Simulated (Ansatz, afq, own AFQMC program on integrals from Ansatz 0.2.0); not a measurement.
**GeH2, triplet in cc-pVDZ, levels against CCSDT(Q)**

```xyz
3

Ge    0.0000   -0.0299    0.0158
H     0.0000    1.4167   -2.4918
H     0.0000    0.7399    1.3502
```

Basis cc-pVDZ. Noble-gas cores (and the filled d shells of Ga–Kr and In–Xe) are frozen. AFQMC by an in-house program on the Cholesky factors that Ansatz 0.2.0 writes for its CCSD(T) run. The CISD trial takes its coefficients from CCSD amplitudes. Released means that phaseless walkers are propagated on without the constraint, phases kept. Error bars are statistical, one sigma. No spin–orbit coupling.

Determinant: ROHF, the one that the program's search chose, which needn't be the lowest solution. The geometry is a point of a scan.

No full CI on the walks' own integrals is used here; CCSDT(Q) serves as the reference and is uncertain by about the last step of the cluster series.

Cautions: no relativity below Rb; no spin-orbit coupling; inner d shell frozen; lower spins were not checked; a spin-contaminated unrestricted determinant lies lower (UHF 128 meV lower, ⟨S²⟩ 2.08).

```
T1 diagnostic                               : 0.0306
weight of the determinant in the CISD state : 0.918
size of the correlated space                : 6 electrons in 23 orbitals
```

| level | correlation energy (eV) |
| --- | --- |
| MP2 | -1.7733 |
| CCSD | -2.3709 |
| CCSD(T) | -2.4140 |

**Question.** Estimate where phaseless AFQMC with a CISD trial lies against CCSD(T) on the same integrals.

**Answer.** 0.4 ± 0.3 kJ/mol below CCSD(T). The gap is under twice the noise, so this walk alone can't tell the two apart.

Reference: CCSDT(Q), correlation energy -2.432 eV. The released energy is read at 1.50 1/Eh (meV from the phaseless value at times in 1/Eh: -5 ± 4 at 0.24, -8 ± 3 at 0.50, -7 ± 3 at 1.00, -9 ± 3 at 1.50).

```
         level  E − E(reference) (kJ/mol)  share of correlation (%)
       CCSD(T)                        1.7                     99.28
         CCSDT                        0.1                     99.94
 ph-AFQMC/CISD                  1.3 ± 0.3                     99.46
released AFQMC                  0.4 ± 0.3                     99.83
```

A walk keeps the symmetry of its determinant, which the program's search chose and which needn't be the lowest solution, so a lower state of the same spin and another symmetry isn't excluded. Released energies are given only where the last usable release times agree within the noise; a slower fall can still hide under it.
